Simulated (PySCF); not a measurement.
For rock-salt LiCl, PBE0 (GTH pseudopotentials, Gaussian basis; PySCF) gives:

```
Item                        Value
-------------------  ------------
lattice parameter a       5.110 Å
bulk modulus B0          34.0 GPa
cohesive energy      3.37 eV/atom
```

Problem. What does MP2 in PySCF (GTH pseudopotentials, Gaussian basis) give for the same quantities?

Solution. 
- lattice constant a: 5.014 Å (falls by 1.9 %)
- bulk modulus: 40.0 GPa (rises by 18 %)
- cohesive energy: 3.76 eV/atom (rises by 0.39 eV/atom)

For comparison: lattice constant a 5.07 Å (measured, static lattice: zero-point anharmonic expansion removed, our sources range from 5.056 to 5.072; as tabulated in Mejia-Rodriguez and Trickey (2018), arXiv:1807.09216); bulk modulus 38.7 GPa (measured, 0 K value with the zero-point phonon effect removed, our sources range from 37.3 to 38.7; as tabulated in Mejia-Rodriguez and Trickey (2018), arXiv:1807.09216); cohesive energy 3.59 eV/atom (measured, static lattice: zero-point vibration energy added; as tabulated in Mejia-Rodriguez and Trickey (2018), arXiv:1807.09216).

Changes are worked out from the printed values.

Unless a cell is named, each level is at its own relaxed cell (PBE0 16.68, MP2 15.75 Å³/atom).
